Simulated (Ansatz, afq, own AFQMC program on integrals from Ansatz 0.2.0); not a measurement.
**AlGeH₂⁻, singlet in aug-cc-pVDZ, levels against CCSDT(Q)**

```xyz
4

Ge   -0.0108    0.0000    0.6644
Al   -0.0327    0.0000   -1.7631
H     0.8273   -1.0534   -0.3408
H     0.8273    1.0534   -0.3408
```

Connectivity, by distances: Ge–Al, 2 bridging H.

Basis aug-cc-pVDZ. Only valence electrons are correlated. AFQMC by an in-house program on the Cholesky factors that Ansatz 0.2.0 writes for its CCSD(T) run. ph-AFQMC/CISD is guided by a CISD state made of CCSD amplitudes; releasing the constraint for a short imaginary time cuts its bias at the price of noise, slowly where states lie close. Uncertainties: one standard error, sampling alone. No spin–orbit coupling.

Determinant: RHF, the one that the program's search chose, which needn't be the lowest solution. The geometry is a PBE0/def2-TZVP stationary point of this or a neighbouring charge and spin state.

No full CI on the walks' own integrals is used here; CCSDT(Q) serves as the reference and is uncertain by about the last step of the cluster series.

Cautions: no relativity below Rb; no spin-orbit coupling; inner d shell frozen.

* T1 diagnostic: 0.0184
* weight of the determinant in the CISD state: 0.835
* size of the correlated space: 10 electrons in 62 orbitals

Reference: CCSDT(Q), correlation energy -5.980 eV. The released energy is read at 2.40 1/Eh (meV from the phaseless value at times in 1/Eh: 0 ± 6 at 0.24, -3 ± 5 at 0.51, -11 ± 4 at 0.99, -15 ± 3 at 1.62, -13 ± 3 at 2.40).

```
         level  E − E(reference) (kJ/mol)  share of correlation (%)
            HF                      576.9                      0.00
           MP2                      116.8                     79.75
          CCSD                       32.0                     94.45
       CCSD(T)                        5.3                     99.08
         CCSDT                        2.0                     99.65
 ph-AFQMC/CISD                  1.4 ± 0.5                     99.77
released AFQMC                  0.1 ± 0.3                     99.99
```

A walk keeps the symmetry of its determinant, which the program's search chose and which needn't be the lowest solution, so a lower state of the same spin and another symmetry isn't excluded. Released energies are given only where the last usable release times agree within the noise; a slower fall can still hide under it.
